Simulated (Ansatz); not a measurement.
**C2H5N3: basis-set convergence**

The task here is to estimate one member of a computed series from the others.

Method: one geometry, several basis sets; program: Ansatz 0.2.0, Gaussian basis.

The runs, in order: PBE0-D4/def2-SVP; ωB97M-V/def2-SVP; PBE0-D4/def2-QZVPP; ωB97M-V/def2-QZVPP; the functionals' def2-TZVPP values are taken from earlier runs.

### Structure used throughout

An earlier PBE0-D4 in a triple-zeta def2 set relaxation fixed the geometry.

10 atoms, charge 0, spin multiplicity 1.

Atoms are counted from 1 here; the program's logs count them from 0.

Bond lengths: N1–C2 1.264 Å, N1–H6 1.022 Å, C2–N3 1.386 Å, C2–H7 1.100 Å, N3–C4 1.278 Å, C4–N5 1.341 Å, C4–H8 1.097 Å, N5–H9 1.005 Å, N5–H10 1.001 Å. Angles: C2–N1–H6 109.1°, N1–C2–N3 125.6°, N1–C2–H7 117.8°, N3–C2–H7 116.6°, C2–N3–C4 116.0°, N3–C4–N5 122.6°, N3–C4–H8 122.9°, N5–C4–H8 114.4°, C4–N5–H9 119.2°, C4–N5–H10 121.4°, H9–N5–H10 119.4°.

The first run:

in.yaml reads:

```yaml
crystal:
  periodic: [false, false, false]
  atoms:
    - {symbol: N, position_ang: [-2.362277, 0.857258, 0.846408]}
    - {symbol: C, position_ang: [-1.112465, 0.705028, 0.732222]}
    - {symbol: N, position_ang: [-0.481116, -0.138965, -0.168543]}
    - {symbol: C, position_ang: [0.796499, -0.149725, -0.125132]}
    - {symbol: N, position_ang: [1.540620, -0.915929, -0.935619]}
    - {symbol: H, position_ang: [-2.834984, 0.257761, 0.167418]}
    - {symbol: H, position_ang: [-0.461906, 1.288208, 1.400932]}
    - {symbol: H, position_ang: [1.374976, 0.465244, 0.575982]}
    - {symbol: H, position_ang: [1.082846, -1.509005, -1.606110]}
    - {symbol: H, position_ang: [2.540705, -0.911073, -0.884758]}
basis:
  gaussian: {orbitals: def2-SVP}
hamiltonian: {xc: pbe0, dispersion: d4}
output: {orbitals: {seedname: orbitals}}
```

Started as:

```bash
$ ansatz run in.yaml --threads 2 --pin off --events-out ev --progress --plain --max-ram 4352MiB
```

Among the steps run: PBE0-D4 in def2-SVP; ωB97M-V in def2-SVP; PBE0-D4 in def2-QZVPP; ωB97M-V in def2-QZVPP.

One table of the session follows, with a row left open; its other results are not shown here.

It belongs to the step «Functionals by basis». 

```
functional       basis  HOMO (eV)  LUMO (eV)
   PBE0-D4    def2-SVP      -6.78      -0.21
   PBE0-D4  def2-TZVPP      -6.99      -0.46
   PBE0-D4  def2-QZVPP      -7.04      -0.54
   ωB97M-V    def2-SVP          ?          ?
   ωB97M-V  def2-TZVPP      -9.13       1.72
   ωB97M-V  def2-QZVPP      -9.18       1.32
```

**Question.** Estimate the row for ωB97M-V, def2-SVP.

The run gave: HOMO (eV): -8.88; LUMO (eV): 2.03. In the column «HOMO (eV)» it lies between ωB97M-V, def2-TZVPP (-9.13) and PBE0-D4, def2-QZVPP (-7.04).
